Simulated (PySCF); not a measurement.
Cartesian coordinates (Å):
```xyz
5

C      0.0075    -0.0241     0.0605
O     -0.0761     1.3197    -0.1350
H      0.9372    -0.4912    -0.3415
H     -0.1752    -0.3483     1.1120
H     -0.8334    -0.4640    -0.5390
```
Charge 0, spin multiplicity 2.

What is the computed highest occupied spin orbital, dipole moment and total energy (TPSSh-D3(BJ)/def2-TZVP // TPSS-D3(BJ)/def2-SVP in PySCF)?


```json
{
  "highest_occupied_spin_orbital": "-6.88 eV",
  "dipole_moment": "2.02 D",
  "total_energy": "-115.1060 Ha"
}
```
